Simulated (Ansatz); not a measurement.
Species: ketene, C2H2O, net charge 0, singlet state. 
Structure (B3LYP-D3(BJ)/def2-TZVP (Ansatz, a quantum-chemistry and plane-wave program) minimum search):
SMILES: C=C=O
```xyz
5

C      0.0091     0.0017    -1.2056
C     -0.0008    -0.0001     0.1027
H      0.0282     0.9401    -1.7377
H     -0.0018    -0.9351    -1.7406
O     -0.0096    -0.0018     1.2620
```
Charge 0, spin multiplicity 1.

Basis-set convergence of Hartree-Fock and CCSD correlation energies (hartree) with Ansatz. Cores are frozen in the correlated levels unless marked. Spin-orbit coupling is left out. Non-relativistic.

```
basis        functions       E(HF)  E(corr, CCSD)
-----------  ---------  ----------  -------------
aug-cc-pVDZ         87  -151.74851       -0.46885
aug-cc-pVTZ        184  (withheld)     (withheld)
```

**Question.** What belongs in the gaps?

**Answer.** 
- aug-cc-pVTZ, E(HF): -151.78665
- aug-cc-pVTZ, E(corr, CCSD): -0.55494
